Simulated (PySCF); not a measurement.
Stretching O₂⁺

Set-up: PySCF, no relativity, basis sets O def2-TZVPPD. Energies in eV from O⁺ + O in their ground configurations at the same level. State: ²Πg (doublet), unpaired electrons π ↑.

```json
{"R (Å)": "0.947", "LC-ωPBE": "-4.897"}
{"R (Å)": "0.991", "LC-ωPBE": "-6.198"}
{"R (Å)": "1.035", "LC-ωPBE": "-6.919"}
{"R (Å)": "1.068", "LC-ωPBE": "-7.174"}
{"R (Å)": "1.101", "LC-ωPBE": "-7.241"}
{"R (Å)": "1.134", "LC-ωPBE": "-7.160"}
{"R (Å)": "1.178", "LC-ωPBE": "-6.879"}
{"R (Å)": "1.233", "LC-ωPBE": "-6.332"}
{"R (Å)": "1.299", "LC-ωPBE": "-5.493"}
{"R (Å)": "1.387", "LC-ωPBE": "-4.220"}
```

Problem. Put a parabola through the three lowest points of the LC-ωPBE curve and estimate Re, k and ωe (reduced mass 7.997 u; 1 eV/Å² = 0.16022 mdyn/Å; ωe = 1302.8·√(k/μ) cm⁻¹).

Solution. Through R = 1.068, 1.101, 1.134 Å the second-order coefficient is 68.0 eV/Å², so Re ≈ 1.099 Å, k ≈ 21.8 mdyn/Å and ωe ≈ 2150 cm⁻¹. A polynomial fit of higher order to the unrounded LC-ωPBE energies gives Re = 1.098 Å, k = 22.0 mdyn/Å, ωe = 2161 cm⁻¹; anharmonicity and rounding make the difference.

The higher-order fit for each curve: LC-ωPBE: Re = 1.098 Å, ωe = 2161 cm⁻¹, De = 7.24 eV.

The state was picked by a PBE0 search and need not be the measured ground state.
